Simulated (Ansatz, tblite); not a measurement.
**3C-SiC, LO phonon frequency at X**

Reference value: 829 cm⁻¹ (measured, temperature not stated, no zero-point or thermal correction; as tabulated in Wang et al. (1996), arXiv:mtrl-th/9510002).

```csv
level (code),value (cm⁻¹),cell (Å³/atom),difference (%)
GFN2-xTB (tblite),848,10.46,+2.3
LDA (Ansatz),830,10.14,+0.1
PBE (Ansatz),804,10.50,-3.0
PBE-D3(BJ) (Ansatz),824,10.28,-0.6
HSE06 (Ansatz),847,10.28,+2.2
```

Any of these levels can be the nearest once the reference is moved by up to 3.0 % (a margin picked here for doubts on the reference and the settings, and for temperature and zero-point motion) and values within 1.0 % count as equal. Within 10 %: GFN2-xTB, LDA, PBE, PBE-D3(BJ), HSE06.

The reference isn't brought to a static lattice, while the calculations are for one, so the differences are not the levels' errors alone.  GFN2-xTB: the method was fitted mainly to molecules. GFN2-xTB: the run uses a supercell at the zone centre in place of a k mesh. PBE-D3(BJ): the dispersion coefficients are held fixed in the derivatives. Each level is taken at its own relaxed cell. K meshes differ between the levels. Ansatz's density-functional and Hartree–Fock values are scalar-relativistic unless marked +SOC, with PAW data made under PBE.

Differences are worked out from the printed values.

Ansatz is an electronic-structure program.
